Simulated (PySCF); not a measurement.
This PySCF input (B3LYP/cc-pV(Q+d)Z) gives -1.18053 Eh with 60 basis functions.

```python
import numpy as np, basis_set_exchange as bse
from pyscf import gto, scf, dft, df

basis = {'H': gto.basis.parse(bse.get_basis('cc-pV(Q+d)Z', elements=['H'], fmt='nwchem'))}
mol = gto.M(
    atom='''
    H    -0.00000000   -0.00000000   -0.37201156
    H     0.00000000    0.00000000    0.37201156
    ''',
    basis=basis,
    charge=0,
    verbose=4,
    max_memory=8640,
)
mf = dft.RKS(mol, xc='b3lyp')
mf.grids.level = 3
mf = mf.density_fit(auxbasis=df.autoaux(mol))
mf.conv_tol = 1e-9
mf.max_cycle = 100
print('smallest overlap eigenvalue', np.linalg.eigvalsh(mol.intor('int1e_ovlp'))[0])
mf.kernel()
dip = mf.dip_moment()
```

Change:
```diff
- basis = {'H': gto.basis.parse(bse.get_basis('cc-pV(Q+d)Z', elements=['H'], fmt='nwchem'))}
+ basis = {'H': gto.basis.parse(bse.get_basis('cc-pV(D+d)Z', elements=['H'], fmt='nwchem'))}
```

### Question
What does the run give now?

### Answer
-1.17340 Eh (B3LYP/cc-pV(D+d)Z, 10 functions), a change of +7.13 mEh.
